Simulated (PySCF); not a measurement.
H3N, SMILES N.

Geometry: PBE-D3(BJ)/def2-TZVPD.

Level of theory: PySCF 2.14.0 with TDDFT-PBE/def2-TZVPD.

Vertical excitations; the highest root listed may be one member of a degenerate set.  State labels are in the subgroup Cs.

| state | symmetry | energy (eV) | λ (nm) | f | main pairs |
|---|---|---|---|---|---|
| S1 | A' | 5.95 | 208 | 0.081 | HOMO→LUMO 100 % |
| S2 | A' | 8.10 | 153 | 0.017 | HOMO→LUMO+1 (degenerate set) |
| S3 | A" | 8.10 | 153 | 0.017 | HOMO→LUMO+2 (degenerate set) |
| S4 | A' | 9.57 | 129 | 0.002 | HOMO→LUMO+5 (degenerate set) |
| S5 | A" | 9.57 | 129 | 0.002 | HOMO→LUMO+4 (degenerate set) |
| S6 | A' | 9.90 | 125 | 0.005 | HOMO→LUMO+3 95 % |
| S7 | A' | 10.68 | 116 | 0.114 | HOMO→LUMO+6 99 % |
| S8 | A' | 10.85 | 114 | 0.045 | HOMO→LUMO+8 (degenerate set) |
| S9 | A" | 10.85 | 114 | 0.045 | HOMO→LUMO+7 (degenerate set) |
| S10 | A' | 11.07 | 112 | 0.185 | HOMO−1→LUMO 91 % |
| T1 | A' | 5.57 | 223 | 0 | HOMO→LUMO 100 % |
| T2 | A' | 7.74 | 160 | 0 | HOMO→LUMO+1 (degenerate set) |
| T3 | A" | 7.74 | 160 | 0 | HOMO→LUMO+2 (degenerate set) |
| T4 | A' | 8.87 | 140 | 0 | HOMO→LUMO+3 99 % |
Triplets are in the Tamm–Dancoff approximation, which puts them higher than full response would, so one can lie above its singlet here.
